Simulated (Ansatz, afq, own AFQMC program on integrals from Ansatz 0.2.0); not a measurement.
ZrS, triplet in def2-SVP, levels against CCSDT(Q)

```yaml
atoms:
  - { symbol: Zr, position_ang: [0.0000, 0.0000, 0.0000] }
  - { symbol: S, position_ang: [0.0000, 0.0000, 2.1829] }
```

Basis def2-SVP with its core potentials. Only valence electrons are correlated. AFQMC by an in-house program on the Cholesky factors that Ansatz 0.2.0 writes for its CCSD(T) run. ph-AFQMC/CISD is guided by a CISD state made of CCSD amplitudes; releasing the constraint for a short imaginary time cuts its bias at the price of noise, slowly where states lie close. ± is one standard error of the sampling. No spin–orbit coupling. The metal's outer-core s and p shells are frozen, which shifts wave-function levels against functionals.

Determinant: ROHF, the one that the program's search chose, which needn't be the lowest solution. The geometry is a PBE0/def2-TZVP stationary point of this or a neighbouring charge and spin state.

No full CI on the walks' own integrals is used here; CCSDT(Q) serves as the reference and is uncertain by about the last step of the cluster series.

Cautions: no spin-orbit coupling; outer-core shells of the metal frozen; another spin lies lower (by 202 meV); a spin-contaminated unrestricted determinant lies lower (UHF 127 meV lower, ⟨S²⟩ 2.05); raised T1 diagnostic (T1 0.043, weight of the determinant 0.86, largest double 0.07); (T) is large, 7 % of the CCSD correlation; CCSDT(Q) on the UHF determinant differs (91 meV lower), by its state or its frozen core.

```
T1 diagnostic                               : 0.0435
weight of the determinant in the CISD state : 0.858
size of the correlated space                : 10 electrons in 40 orbitals
```

```tsv
level	correlation energy (eV)
MP2	-5.2171
CCSD	-5.4849
CCSD(T)	-5.8713
```

(1) Estimate where phaseless AFQMC with a CISD trial lies against CCSD(T) on the same integrals.

(1) 0.1 ± 0.5 kJ/mol below CCSD(T). The gap is under twice the noise, so this walk alone can't tell the two apart.

Reference: CCSDT(Q), correlation energy -5.881 eV. The released energy is read at 3.00 1/Eh, later times being too noisy (meV from the phaseless value at times in 1/Eh: -11 ± 3 at 0.60, -13 ± 5 at 1.20, -18 ± 5 at 2.00, -21 ± 8 at 3.00, -5 ± 10 at 4.20).

```json
{"level": "CCSD(T)", "E − E(reference) (kJ/mol)": "1.0", "share of correlation (%)": "99.83"}
{"level": "CCSDT", "E − E(reference) (kJ/mol)": "-1.2", "share of correlation (%)": "100.21"}
{"level": "ph-AFQMC/HF", "E − E(reference) (kJ/mol)": "-7.6 ± 2.4", "share of correlation (%)": "101.34"}
{"level": "ph-AFQMC/CISD", "E − E(reference) (kJ/mol)": "0.9 ± 0.5", "share of correlation (%)": "99.84"}
{"level": "released AFQMC", "E − E(reference) (kJ/mol)": "-1.2 ± 0.7", "share of correlation (%)": "100.21"}
```

A walk keeps the symmetry of its determinant, which the program's search chose and which needn't be the lowest solution, so a lower state of the same spin and another symmetry isn't excluded. Released energies are given only where the last usable release times agree within the noise; a slower fall can still hide under it.
